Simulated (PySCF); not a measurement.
A family of related molecules: H3E-E'H3. Gas-phase values, no solvent. Strings in code marks are SMILES.

The vertical ionisation energy (Delta-SCF) from two functionals at the same geometries (B3LYP-D3(BJ)/def2-TZVP), both in PySCF: PBE-D3(BJ)/def2-TZVP and B3LYP-D3(BJ)/def2-TZVP. B3LYP has the VWN-RPA correlation part, as in Gaussian. Delta-SCF ions had no search for a lower state. 

```tsv
species	PBE-D3(BJ)/def2-TZVP (eV)
`[SiH3][SiH3]`	10.35
`[SiH3][GeH3]`	10.23
`[SiH3][SnH3]`	9.82
`[GeH3][GeH3]`	10.10
`[GeH3][SnH3]`	9.73
`[SnH3][SnH3]`	9.44
```

**Question.** What does B3LYP-D3(BJ)/def2-TZVP give for each?

**Answer.** 
- `[SiH3][SiH3]`: 10.52
- `[SiH3][GeH3]`: 10.41
- `[SiH3][SnH3]`: 9.99
- `[GeH3][GeH3]`: 10.27
- `[GeH3][SnH3]`: 9.91
- `[SnH3][SnH3]`: 9.62
Over these rows, drawn at random from the members with no instability flagged (it was tested for open shells, ions and some series alone), PBE minus B3LYP-D3(BJ): mean -0.17 eV, from -0.18 eV to -0.17 eV.
